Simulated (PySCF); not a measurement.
# AlH3Cl− (SMILES [H][Al-]([H])([H])[Cl]) at QCISD(T)/STO-3G

What is the energy change on altering one bond length of AlH3Cl− at QCISD(T)/STO-3G? The job is set up through a Python script.

Program for the calculation: PySCF 2.14.0.

11 further runs of the same task are left out: 2 that didn't finish, 9 set aside as unsound or not needed.

### 1 The system as given

The species is AlH3Cl− (5 atoms), meant as a singlet with charge -1. As SMILES, `[H][Al-]([H])([H])[Cl]`. Geometry: a GFN2-xTB relaxation, a rough one for these elements and not checked as a minimum.

Bond lengths: Al1–Cl2 2.096 Å, Al1–H3 1.609 Å, Al1–H4 1.608 Å, Al1–H5 1.609 Å. Angles: Cl2–Al1–H3 107.0°, Cl2–Al1–H4 107.2°, Cl2–Al1–H5 107.4°, H3–Al1–H4 111.6°, H3–Al1–H5 111.7°, H4–Al1–H5 111.8°.

### 2 The energy at QCISD(T)/STO-3G

The input, input.py:

```python
from pyscf import gto, scf, cc

mol = gto.M(
    atom='''
Al  -0.002450   0.000420  -0.134210
Cl   0.013850  -0.018360   1.961810
H    1.532100   0.011680  -0.616990
H   -0.775390   1.334390  -0.590440
H   -0.768110  -1.328130  -0.620160
''',
    spin=0,
    basis='sto-3g',
    verbose=4,
    max_memory=1860,
    charge=-1,
)

mf = scf.RHF(mol)
mf.conv_tol = 1e-10
mf.kernel()
if not mf.converged:
    mf = mf.newton().run(mf.mo_coeff, mf.mo_occ)

mycc = cc.QCISD(mf, frozen=10)
mycc.kernel()
e_t = mycc.qcisd_t()
etot = mycc.e_tot + e_t
print(f'total energy: {etot:.8f} hartree')
```

Launch:

```bash
$ OMP_NUM_THREADS=1 python input.py
```

What it wrote:

```text
PySCF version 2.14.0

[INPUT] num. atoms = 5
[INPUT] num. electrons = 34
[INPUT] charge = -1
[INPUT] spin (= nelec alpha-beta = 2S) = 0
[INPUT] symmetry False subgroup None
[INPUT] Mole.unit = angstrom
[INPUT] Symbol           X                Y                Z      unit          X                Y                Z       unit  Magmom
[INPUT]  1 Al    -0.002450000000   0.000420000000  -0.134210000000 AA   -0.004629829005   0.000793684972  -0.253620143178 Bohr   0.0
[INPUT]  2 Cl     0.013850000000  -0.018360000000   1.961810000000 AA    0.026172706825  -0.034695371647   3.707283608433 Bohr   0.0
[INPUT]  3 H      1.532100000000   0.011680000000  -0.616990000000 AA    2.895249395446   0.022072001135  -1.165942121595 Bohr   0.0
[INPUT]  4 H     -0.775390000000   1.334390000000  -0.590440000000 AA   -1.465274739727   2.521631643358  -1.115769892988 Bohr   0.0
[INPUT]  5 H     -0.768110000000  -1.328130000000  -0.620160000000 AA   -1.451517533540  -2.509801957819  -1.171932553410 Bohr   0.0

nuclear repulsion = 78.2294551905008
number of shells = 13
number of NR pGTOs = 63
number of NR cGTOs = 21
basis = sto-3g
ecp = {}

******** <class 'pyscf.scf.hf.RHF'> ********
method = RHF
initial guess = minao
damping factor = 0
level_shift factor = 0
DIIS = <class 'pyscf.scf.diis.CDIIS'>
diis_start_cycle = 1
diis_space = 8
diis_damp = 0
SCF conv_tol = 1e-10
SCF conv_tol_grad = None
SCF max_cycles = 50
direct_scf = True
direct_scf_tol = 1e-13
Set gradient conv threshold to 1e-05
Initial guess from minao.
init E= -694.572892643648
  HOMO = -0.312609128964192  LUMO = 0.297471776119286  gap/eV = 16.60115
cycle= 1 E= -695.297433989837  delta_E= -0.725  |g|= 0.14  |ddm|= 2.05
  HOMO = -0.0762305639749002  LUMO = 0.729825393168924  gap/eV = 21.93390
cycle= 2 E= -695.30889756955  delta_E= -0.0115  |g|= 0.0322  |ddm|= 0.301
  HOMO = -0.0776587098265352  LUMO = 0.742639412848614  gap/eV = 22.32145
cycle= 3 E= -695.309588355477  delta_E= -0.000691  |g|= 0.00354  |ddm|= 0.0846
  HOMO = -0.0782816094057254  LUMO = 0.741437072564701  gap/eV = 22.30568
cycle= 4 E= -695.309595774424  delta_E= -7.42e-06  |g|= 0.000305  |ddm|= 0.00905
  HOMO = -0.0782955973398929  LUMO = 0.741446161647172  gap/eV = 22.30631
cycle= 5 E= -695.309595832144  delta_E= -5.77e-08  |g|= 2.95e-05  |ddm|= 0.00082
  HOMO = -0.0782969377002509  LUMO = 0.741451659432729  gap/eV = 22.30650
cycle= 6 E= -695.309595832707  delta_E= -5.63e-10  |g|= 3.72e-06  |ddm|= 8.3e-05
  HOMO = -0.0782966238498244  LUMO = 0.741451690475321  gap/eV = 22.30649
cycle= 7 E= -695.309595832715  delta_E= -8.07e-12  |g|= 2.8e-07  |ddm|= 1.06e-05
  HOMO = -0.078296684183577  LUMO = 0.741451612167663  gap/eV = 22.30649
Extra cycle  E= -695.309595832716  delta_E= -5.68e-13  |g|= 5.53e-08  |ddm|= 4.98e-07
converged SCF energy = -695.309595832716

******** <class 'pyscf.cc.qcisd.QCISD'> ********
QCISD nocc = 7, nmo = 11
frozen orbitals 10
max_cycle = 50
direct = 0
conv_tol = 1e-07
conv_tol_normt = 1e-05
diis_space = 6
diis_start_cycle = 0
diis_start_energy_diff = 1e+09
Init t2, MP2 energy = -695.345913954553  E_corr(MP2) -0.0363181218378641
Init E_corr(QCISD) = -0.0363181218378655
cycle = 1  E_corr(QCISD) = -0.0465771026732697  dE = -0.0102589808  norm(t1,t2) = 0.0341692
cycle = 2  E_corr(QCISD) = -0.0501669055777248  dE = -0.0035898029  norm(t1,t2) = 0.0127328
cycle = 3  E_corr(QCISD) = -0.0521799388597898  dE = -0.00201303328  norm(t1,t2) = 0.00470693
cycle = 4  E_corr(QCISD) = -0.0521878109250815  dE = -7.87206529e-06  norm(t1,t2) = 0.000258667
cycle = 5  E_corr(QCISD) = -0.0521833544934761  dE = 4.45643161e-06  norm(t1,t2) = 8.97504e-05
cycle = 6  E_corr(QCISD) = -0.0521848290396761  dE = -1.4745462e-06  norm(t1,t2) = 2.07567e-05
cycle = 7  E_corr(QCISD) = -0.0521848516768678  dE = -2.26371917e-08  norm(t1,t2) = 5.30663e-06
QCISD converged
E(QCISD) = -695.3617806843924  E_corr = -0.05218485167686778
QCISD(T) correction = -0.000294894813831976
total energy: -695.36207558 hartree
```

It took 0.99 s on 1 thread of Intel Xeon Platinum 8259CL at 2.50GHz (Skylake/Cascade Lake), shared host; peak memory 0.1 GiB.

### 3 The distorted shape at the same level

The input, calc.py:

```python
from pyscf import gto, scf, cc

molecule = gto.Mole()
molecule.atom = '''
Al    -0.005710     0.004176    -0.553413
Cl     0.013850    -0.018360     1.961810
H      1.528840     0.015436    -1.036193
H     -0.778650     1.338146    -1.009643
H     -0.771370    -1.324374    -1.039363
'''
molecule.spin = 0
molecule.verbose = 3
molecule.charge = -1
molecule.max_memory = 1860
molecule.basis = 'sto-3g'
molecule.build()

mf = scf.RHF(molecule)
mf.conv_tol = 1e-10
mf.kernel()
if not mf.converged:
    mf = mf.newton().run(mf.mo_coeff, mf.mo_occ)

mycc = cc.QCISD(mf, frozen=10)
mycc.kernel()
e_t = mycc.qcisd_t()
e_final = mycc.e_tot + e_t
print(f'total energy: {e_final:.8f} hartree')
```

Launch:

```bash
$ OMP_NUM_THREADS=1 python calc.py
```

What it wrote:

```text
converged SCF energy = -695.290698172912
E(QCISD) = -695.3449670541722  E_corr = -0.05426888126046237
QCISD(T) correction = -0.000326284677872675
total energy: -695.34529334 hartree
```

Wall time 0.83 s (1 thread of Intel Xeon Platinum 8259CL at 2.50GHz (Skylake/Cascade Lake), shared host); peak memory 0.1 GiB.

### 4 Summary of results

Level: QCISD(T)/STO-3G, 10 core orbitals frozen.

| quantity | value |
| --- | --- |
| first shape: total energy | -695.36208 Eh |
| first shape: HOMO energy (Hartree–Fock orbitals) | -2.13 eV |
| first shape: LUMO energy (Hartree–Fock orbitals) | 20.18 eV |
| first shape: HOMO–LUMO gap (to an unbound level, set by the basis) | 22.31 eV |
| first shape: correlation energy (10 core orbitals frozen) | -52.5 mEh |
| first shape: (T) correction | -0.29 mEh |
| first shape: T1 diagnostic | 0.006 |
| distorted shape: total energy | -695.34529 Eh |
| distorted shape: HOMO energy (Hartree–Fock orbitals) | -2.17 eV |
| distorted shape: LUMO energy (Hartree–Fock orbitals) | 16.02 eV |
| distorted shape: HOMO–LUMO gap (to an unbound level, set by the basis) | 18.18 eV |
| distorted shape: correlation energy (10 core orbitals frozen) | -54.6 mEh |
| distorted shape: (T) correction | -0.33 mEh |
| distorted shape: T1 diagnostic | 0.007 |
| energy change with the Al1–Cl2 bond stretched from 2.096 to 2.515 Å | 0.457 eV |

In words: With the Al1–Cl2 bond stretched from 2.096 to 2.515 Å the energy rises by 0.46 eV (10.5 kcal/mol). The first shape isn't relaxed at this level, so the change isn't measured from a minimum. The minimal basis adds a large error of its own. The triples (first shape) make up 0.6 % of the correlation energy. Mulliken charges (distorted shape) of the mean-field density run from -0.74 on Cl2 to +0.82 on Al1. The triples (distorted shape) make up 0.6 % of the correlation energy.
